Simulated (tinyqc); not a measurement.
Worked calculation (part 3 of 3): UHF in the sto-6g basis, for NH3+, spin multiplicity 2. Computed by tinyqc, a small Python program that keeps every step (integrals from PySCF). Command: `OMP_NUM_THREADS=1 python tinyqc.py 26979 26980 out.jsonl` (the two numbers bound the seeds that draw the settings). One thread of a shared host (Intel(R) Xeon(R) Processor @ 2.60GHz), about 0.2 s of CPU time with the checks.

Geometry (angstrom):
```
atom,x,y,z
N,0.0000,0.0000,0.2260
H,1.2630,0.0000,0.0000
H,-0.6320,1.0940,0.0000
H,-0.6320,-1.0940,0.0000
```

## Iteration 57 (converged): orbitals

converged F(alpha) (hartree):
```
,1N 1s,1N 2s,1N 2px,1N 2py,1N 2pz,2H 1s,3H 1s,4H 1s
1N 1s,-16.0413,-3.8703,0.0000,0.0000,0.0013,-0.5505,-0.5499,-0.5499
1N 2s,-3.8703,-2.2909,0.0000,0.0000,-0.0043,-0.7078,-0.7073,-0.7073
1N 2px,0.0000,0.0000,-0.7425,0.0000,0.0000,-0.5028,0.2514,0.2514
1N 2py,0.0000,0.0000,0.0000,-0.7425,0.0000,0.0000,-0.4352,0.4352
1N 2pz,0.0013,-0.0043,0.0000,0.0000,-0.8519,0.0999,0.0999,0.0999
2H 1s,-0.5505,-0.7078,-0.5028,0.0000,0.0999,-0.5630,-0.1438,-0.1438
3H 1s,-0.5499,-0.7073,0.2514,-0.4352,0.0999,-0.1438,-0.5626,-0.1438
4H 1s,-0.5499,-0.7073,0.2514,0.4352,0.0999,-0.1438,-0.1438,-0.5626
```

converged F(beta) (hartree):
```
,1N 1s,1N 2s,1N 2px,1N 2py,1N 2pz,2H 1s,3H 1s,4H 1s
1N 1s,-16.0048,-3.8292,0.0000,0.0000,0.0028,-0.5435,-0.5430,-0.5430
1N 2s,-3.8292,-2.0534,-0.0001,0.0000,0.0959,-0.6856,-0.6852,-0.6852
1N 2px,0.0000,-0.0001,-0.5994,0.0000,0.0000,-0.5047,0.2524,0.2524
1N 2py,0.0000,0.0000,0.0000,-0.5992,0.0000,0.0000,-0.4369,0.4369
1N 2pz,0.0028,0.0959,0.0000,0.0000,-0.0847,0.0789,0.0788,0.0788
2H 1s,-0.5435,-0.6856,-0.5047,0.0000,0.0789,-0.6345,-0.1388,-0.1388
3H 1s,-0.5430,-0.6852,0.2524,-0.4369,0.0788,-0.1388,-0.6343,-0.1388
4H 1s,-0.5430,-0.6852,0.2524,0.4369,0.0788,-0.1388,-0.1388,-0.6343
```

X:
```
,1N 1s,1N 2s,1N 2px,1N 2py,1N 2pz,2H 1s,3H 1s,4H 1s
1N 1s,1.0225,-0.1349,0.0000,0.0000,0.0027,0.0165,0.0165,0.0165
1N 2s,-0.1349,1.1786,0.0000,0.0000,-0.0268,-0.1949,-0.1947,-0.1947
1N 2px,0.0000,0.0000,1.0772,0.0000,0.0000,-0.2013,0.1006,0.1006
1N 2py,0.0000,0.0000,0.0000,1.0771,0.0000,0.0000,-0.1742,0.1742
1N 2pz,0.0027,-0.0268,0.0000,0.0000,1.0045,0.0331,0.0331,0.0331
2H 1s,0.0165,-0.1949,-0.2013,0.0000,0.0331,1.1070,-0.0239,-0.0239
3H 1s,0.0165,-0.1947,0.1006,-0.1742,0.0331,-0.0239,1.1068,-0.0239
4H 1s,0.0165,-0.1947,0.1006,0.1742,0.0331,-0.0239,-0.0239,1.1068
```

Diagonalise F' = X^T F X, C = X C', fill 5 alpha and 4 beta electrons from the bottom; D(s) = C_occ C_occ^T. Each column has its largest component positive (the first on a tie).

F' = X^T F X (alpha) (hartree):
```
,1,2,3,4,5,6,7,8
1,-15.7912,-1.9146,0.0000,0.0000,0.0118,-0.0539,-0.0538,-0.0538
2,-1.9146,-1.4499,0.0001,0.0000,-0.0587,-0.3240,-0.3238,-0.3238
3,0.0000,0.0001,-0.5601,0.0000,0.0000,-0.3866,0.1933,0.1933
4,0.0000,0.0000,0.0000,-0.5602,0.0000,0.0000,-0.3347,0.3347
5,0.0118,-0.0587,0.0000,0.0000,-0.8400,0.0717,0.0717,0.0717
6,-0.0539,-0.3240,-0.3866,0.0000,0.0717,-0.2640,-0.0263,-0.0263
7,-0.0538,-0.3238,0.1933,-0.3347,0.0717,-0.0263,-0.2640,-0.0263
8,-0.0538,-0.3238,0.1933,0.3347,0.0717,-0.0263,-0.0263,-0.2640
```

orbital energies (alpha) (hartree): MO1 -16.0442, MO2 -1.4577, MO3 -0.8991, MO4 -0.8989, MO5 -0.8635, MO6 -0.0325, MO7 0.1011, MO8 0.1014

coefficients C (alpha):
```
,MO1,MO2,MO3,MO4,MO5,MO6,MO7,MO8
1N 1s,0.9964,-0.2335,0.0000,0.0000,-0.0188,-0.1298,0.0000,0.0001
1N 2s,0.0165,0.9259,-0.0002,0.0000,0.1097,0.8075,0.0000,-0.0007
1N 2px,0.0000,0.0000,0.7324,0.0000,0.0003,-0.0005,0.0000,-0.8275
1N 2py,0.0000,0.0000,0.0000,0.7325,0.0000,0.0000,0.8272,0.0000
1N 2pz,-0.0005,0.0013,-0.0003,0.0000,0.9796,-0.2313,0.0000,0.0002
2H 1s,-0.0026,0.0866,0.3738,0.0000,-0.0743,-0.6322,0.0000,0.8683
3H 1s,-0.0026,0.0865,-0.1869,0.3237,-0.0744,-0.6328,-0.7515,-0.4335
4H 1s,-0.0026,0.0865,-0.1869,-0.3237,-0.0744,-0.6328,0.7515,-0.4335
```

F' = X^T F X (beta) (hartree):
```
,1,2,3,4,5,6,7,8
1,-15.7598,-1.9070,0.0000,0.0000,0.0009,-0.0527,-0.0526,-0.0526
2,-1.9070,-1.1751,0.0000,0.0000,0.0484,-0.3302,-0.3300,-0.3300
3,0.0000,0.0000,-0.3974,0.0000,0.0000,-0.4027,0.2014,0.2014
4,0.0000,0.0000,0.0000,-0.3974,0.0000,0.0000,-0.3486,0.3486
5,0.0009,0.0484,0.0000,0.0000,-0.0756,0.0531,0.0530,0.0530
6,-0.0527,-0.3302,-0.4027,0.0000,0.0531,-0.3477,-0.0221,-0.0221
7,-0.0526,-0.3300,0.2014,-0.3486,0.0530,-0.0221,-0.3478,-0.0221
8,-0.0526,-0.3300,0.2014,0.3486,0.0530,-0.0221,-0.0221,-0.3478
```

orbital energies (beta) (hartree): MO1 -16.0068, MO2 -1.2842, MO3 -0.8560, MO4 -0.8558, MO5 -0.1097, MO6 -0.0019, MO7 0.1327, MO8 0.1330

coefficients C (beta):
```
,MO1,MO2,MO3,MO4,MO5,MO6,MO7,MO8
1N 1s,0.9971,-0.2138,0.0000,0.0000,-0.1061,-0.1156,0.0000,-0.0001
1N 2s,0.0135,0.8232,-0.0001,0.0000,0.5914,0.7029,0.0000,0.0008
1N 2px,0.0000,0.0001,0.6210,0.0000,-0.0002,-0.0007,0.0000,0.9141
1N 2py,0.0000,0.0000,0.0000,0.6210,0.0000,0.0000,0.9139,0.0000
1N 2pz,-0.0006,-0.0664,0.0000,0.0000,0.7518,-0.6659,0.0000,-0.0004
2H 1s,-0.0022,0.1581,0.4812,0.0000,-0.3467,-0.5172,0.0000,-0.8137
3H 1s,-0.0022,0.1580,-0.2407,0.4169,-0.3468,-0.5179,-0.7041,0.4061
4H 1s,-0.0022,0.1580,-0.2407,-0.4169,-0.3468,-0.5179,0.7041,0.4061
```

D(alpha) after iteration 57:
```
,1N 1s,1N 2s,1N 2px,1N 2py,1N 2pz,2H 1s,3H 1s,4H 1s
1N 1s,1.0476,-0.2018,0.0000,0.0000,-0.0192,-0.0214,-0.0214,-0.0214
1N 2s,-0.2018,0.8697,-0.0001,0.0000,0.1087,0.0719,0.0719,0.0719
1N 2px,0.0000,-0.0001,0.5364,0.0000,0.0000,0.2738,-0.1369,-0.1369
1N 2py,0.0000,0.0000,0.0000,0.5366,0.0000,0.0000,0.2371,-0.2371
1N 2pz,-0.0192,0.1087,0.0000,0.0000,0.9596,-0.0728,-0.0728,-0.0728
2H 1s,-0.0214,0.0719,0.2738,0.0000,-0.0728,0.1528,-0.0568,-0.0568
3H 1s,-0.0214,0.0719,-0.1369,0.2371,-0.0728,-0.0568,0.1527,-0.0568
4H 1s,-0.0214,0.0719,-0.1369,-0.2371,-0.0728,-0.0568,-0.0568,0.1527
```

D(beta) after iteration 57:
```
,1N 1s,1N 2s,1N 2px,1N 2py,1N 2pz,2H 1s,3H 1s,4H 1s
1N 1s,1.0398,-0.1626,0.0000,0.0000,0.0136,-0.0360,-0.0360,-0.0360
1N 2s,-0.1626,0.6779,0.0000,0.0000,-0.0546,0.1301,0.1301,0.1301
1N 2px,0.0000,0.0000,0.3857,0.0000,0.0000,0.2989,-0.1495,-0.1495
1N 2py,0.0000,0.0000,0.0000,0.3857,0.0000,0.0000,0.2589,-0.2589
1N 2pz,0.0136,-0.0546,0.0000,0.0000,0.0044,-0.0105,-0.0105,-0.0105
2H 1s,-0.0360,0.1301,0.2989,0.0000,-0.0105,0.2566,-0.0909,-0.0909
3H 1s,-0.0360,0.1301,-0.1495,0.2589,-0.0105,-0.0909,0.2567,-0.0909
4H 1s,-0.0360,0.1301,-0.1495,-0.2589,-0.0105,-0.0909,-0.0909,0.2567
```

## Convergence

Stop when the energy changes by less than 1e-08 hartree and every element of the error matrix X^T (F D S - S D F) X (for each spin) is below 3e-05.

Course of the cycle:
```
iteration,E (hartree),change,largest element of the error matrix
1,-53.958273,-,2.67e-01
2,-54.751171,-7.93e-01,1.30e-01
3,-55.176613,-4.25e-01,6.21e-02
4,-55.401103,-2.24e-01,3.04e-02
5,-55.516834,-1.16e-01,1.61e-02
6,-55.575763,-5.89e-02,9.75e-03
7,-55.605609,-2.98e-02,6.61e-03
8,-55.620708,-1.51e-02,5.10e-03
9,-55.628363,-7.65e-03,4.26e-03
10,-55.632262,-3.90e-03,3.72e-03
11,-55.634266,-2.00e-03,3.32e-03
12,-55.635310,-1.04e-03,3.00e-03
13,-55.635865,-5.55e-04,2.72e-03
14,-55.636169,-3.04e-04,2.46e-03
...,...,...,...
44,-55.636689,-1.15e-07,1.10e-04
45,-55.636689,-9.32e-08,9.85e-05
46,-55.636689,-7.54e-08,8.86e-05
47,-55.636689,-6.10e-08,7.97e-05
48,-55.636689,-4.93e-08,7.17e-05
49,-55.636689,-3.99e-08,6.45e-05
50,-55.636689,-3.23e-08,5.80e-05
51,-55.636689,-2.61e-08,5.22e-05
52,-55.636689,-2.11e-08,4.69e-05
53,-55.636689,-1.71e-08,4.22e-05
54,-55.636689,-1.38e-08,3.79e-05
55,-55.636689,-1.12e-08,3.41e-05
56,-55.636689,-9.02e-09,3.07e-05
57,-55.636689,-7.30e-09,2.76e-05
```

PySCF UHF in the same basis, after a stability check = -55.636689 hartree

Converged in 57 iterations.

## Populations, bond orders and dipole

overlap S:
```
,1N 1s,1N 2s,1N 2px,1N 2py,1N 2pz,2H 1s,3H 1s,4H 1s
1N 1s,1.0000,0.2294,0.0000,0.0000,0.0000,0.0323,0.0323,0.0323
1N 2s,0.2294,1.0000,0.0000,0.0000,0.0000,0.3430,0.3428,0.3428
1N 2px,0.0000,0.0000,1.0000,0.0000,0.0000,0.3318,-0.1659,-0.1659
1N 2py,0.0000,0.0000,0.0000,1.0000,0.0000,0.0000,0.2872,-0.2872
1N 2pz,0.0000,0.0000,0.0000,0.0000,1.0000,-0.0594,-0.0593,-0.0593
2H 1s,0.0323,0.3430,0.3318,0.0000,-0.0594,1.0000,0.0883,0.0883
3H 1s,0.0323,0.3428,-0.1659,0.2872,-0.0593,0.0883,1.0000,0.0883
4H 1s,0.0323,0.3428,-0.1659,-0.2872,-0.0593,0.0883,0.0883,1.0000
```

Mulliken: Z minus the diagonal of D S on the atom; Loewdin: the same with S^(1/2) D S^(1/2); Mayer order: 2 sum_s sum (D(s) S)_ij (D(s) S)_ji over the two atoms.

Charges (e):
```
atom,Mulliken,Loewdin,Mulliken spin
1N,-0.0631,0.0958,1.3661
2H,0.3544,0.3014,-0.1219
3H,0.3544,0.3014,-0.1221
4H,0.3544,0.3014,-0.1221
```

Mayer bond orders:
```
pair,order
2-1,0.8157
3-1,0.8156
3-2,0.0219
4-1,0.8156
4-2,0.0219
4-3,0.0219
```

dipole moment about the origin, x y z (debye): -0.0017  0.0000  -0.0292

<S^2> of the determinant (pure state: 0.75) = 0.7932
